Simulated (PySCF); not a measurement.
Isomers of C2H5NO.

All values: CAM-B3LYP/def2-SVPD (PySCF) at PBE0-D3(BJ)/def2-SVP geometries, gas phase, one conformer each. Core orbitals are frozen in the response; Δα² is half the sum of the squared differences of the principal polarisabilities.

(1) Rank by dipole moment, highest first.
A. acetamide (`CC(N)=O`)
B. `[H]/[N:1]=[CH:2]/[CH2:3][OH:4]` with N1–C2–C3–O4 0°, C2–C3–O4–H 0°
C. `[CH3:1]/[CH:2]=[N:3]/[OH:4]` with C2–N3–O4–H 180° ((E)-acetaldoxime)

## Answers

(1) A (4.02 D), B (3.44 D), C (0.74 D).

All values together:

| SMILES | μ (D) | HOMO (eV) | LUMO (eV) | α (Å³) | Δα (Å³) | ΔSCF removal energy (eV) |
| --- | --- | --- | --- | --- | --- | --- |
| CC(N)=O | 4.02 | -8.93 | 1.10 | 5.67 | 2.01 | 9.95 |
| C/C=N\O | 0.81 | -8.86 | 1.20 | 5.89 | 2.99 | 9.97 |
| [H]/N=C/CO | 3.44 | -9.36 | 0.61 | 5.71 | 2.22 | 10.59 |
| C/C=N/O | 0.74 | -8.81 | 1.20 | 6.04 | 3.60 | 9.90 |

Conformers: `[CH3:1]/[CH:2]=[N:3]\[OH:4]` with C2–N3–O4–H 180°; `[H]/[N:1]=[CH:2]/[CH2:3][OH:4]` with N1–C2–C3–O4 0°, C2–C3–O4–H 0°; `[CH3:1]/[CH:2]=[N:3]/[OH:4]` with C2–N3–O4–H 180°.
